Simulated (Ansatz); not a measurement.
Reaction (SMILES): Cl atom → [Cl-] (an electron is taken up)
B3LYP-D3(BJ)/def2-TZVP geometries, fixed; electronic energies without zero-point terms; positive where energy is released.

The adiabatic electron affinity at MP2 with Ansatz (an electronic-structure program), in eV, split into its Hartree-Fock and correlation parts. Cores are frozen. Open shells are unrestricted. No added dispersion term, no relativity. Functions are those of the species that has most. These sets lack the diffuse functions that anions need.

| basis | X | functions | Hartree-Fock | MP2 |
|---|---|---|---|---|
| cc-pV(D+d)Z | 2 | 23 | 1.927 | 2.595 |
| cc-pV(T+d)Z | 3 | 39 | 2.153 | 3.225 |
| cc-pV(Q+d)Z | 4 | 64 | 2.275 | 3.538 |
| cc-pV(5+d)Z | 5 | 100 | 2.318 | 3.651 |

Worked estimate of the basis-set limit from each neighbouring pair, with Hartree-Fock from the larger set and the correlation part extrapolated as X^-3.
Correlation parts: X = 2: 0.668, X = 3: 1.072, X = 4: 1.263, X = 5: 1.333.
- (2,3): (27·(1.072) - 8·(0.668))/19 = 1.242; with Hartree-Fock 2.153 the estimate is 3.395 eV.
- (3,4): (64·(1.263) - 27·(1.072))/37 = 1.402; with Hartree-Fock 2.275 the estimate is 3.677 eV.
- (4,5): (125·(1.333) - 64·(1.263))/61 = 1.406; with Hartree-Fock 2.318 the estimate is 3.724 eV.
The last two estimates differ by 0.047 eV; the largest set lies 0.073 from the last. Over the last step Hartree-Fock moves by 0.043 and the correlation part by 0.070.
